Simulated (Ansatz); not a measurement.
## Property card for SnO

Method: Ansatz, DFT PBEsol, scalar-relativistic, plane waves, PAW.

Settings: cutoff 420 eV, Γ-centred mesh 12×12×10 on the computed 4-atom cell, Gaussian smearing of 0.10 eV; no spin polarisation.

The structure is relaxed at this level of theory with its symmetry kept.

The structure is tetragonal, space group P4/nmm (No. 129). The conventional cell has a = 3.805 Å, b = 3.805 Å, c = 4.752 Å, α = 90.00°, β = 90.00°, γ = 90.00°. Around Sn (site symmetry 4mm) lie 4 O at 2.22 Å. Around O (site symmetry -4m2) lie 4 Sn at 2.22 Å.

| Property | Result |
| --- | --- |
| Volume per atom | 17.20 Å³ |
| Formation energy from the elements' standard states (uncorrected) | -1.323 eV/atom |
| Kohn–Sham band gap | none (metal) |
| Density of states at the Fermi level | 0.04 states/eV per cell (so small that it hangs on the mesh: a semimetal, or crossings between mesh points) |
| Löwdin character within 0.5 eV of the Fermi level | Sn 5s 33 %, O 2p 30 %, Sn 5p 27 %, unprojected 5 % |
| Bulk modulus | 32 GPa |
| Its pressure derivative | 8.1 |
| Bader charges (e) | Sn (2 in the cell) 1.26, O (2 in the cell) -1.26 |